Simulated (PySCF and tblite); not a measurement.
Results of a calculation; reference values are marked as such.
C6H10, numbered as in [CH:1]#[C:2][CH2:3][CH2:4][CH2:5][CH3:6].

First level. Level: CAM-B3LYP-D3(BJ)/pcSseg-1 (IEF-PCM, chloroform)//GFN2-xTB, thermal terms from GFN2-xTB, symmetry numbers and mirror pairs counted. Conformers within 3 kcal/mol (GFN2-xTB free energy) were kept, 10 at most. GIAO shieldings: CAM-B3LYP/pcSseg-1 (IEF-PCM, chloroform). Shifts are against TMS (¹H), TMS (¹³C) at the same level. (PySCF 2.14, tblite 0.8.)

It gives, at 298.15 K, with 5 conformers (largest weight 38 %): ¹H: 2.31 (H3, 2H), 1.60 (H1, 1H), 1.51 (H4, 2H), 1.49 (H5, 2H), 1.05 (H6, 3H) ppm. ¹³C: 93.6 (C2), 76.0 (C1), 36.6 (C4), 26.9 (C5), 20.1 (C3), 16.1 (C6) ppm.

Second level: GFN2-xTB geometries, energies BLYP-D3(BJ)/6-311G**, shieldings KT2/pcSseg-1, on up to 4 of the same conformers.

(1) How do the averaged shifts change?

Shifts are unscaled: against experiment ¹³C can be off by 15 ppm or more and ¹H by 0.8 ppm.

Results:

(1) 
| signal | first | second | change (ppm) |
| --- | --- | --- | --- |
| H1 | 1.60 | 1.45 | -0.15 |
| H3 | 2.31 | 2.51 | 0.19 |
| H4 | 1.51 | 1.53 | 0.01 |
| H5 | 1.49 | 1.62 | 0.13 |
| H6 | 1.05 | 1.03 | -0.02 |
| C1 | 76.0 | 66.4 | -9.6 |
| C2 | 93.6 | 80.8 | -12.8 |
| C3 | 20.1 | 22.0 | 1.9 |
| C4 | 36.6 | 37.0 | 0.5 |
| C5 | 26.9 | 27.4 | 0.5 |
| C6 | 16.1 | 16.0 | -0.1 |

The largest weight becomes 43 %.
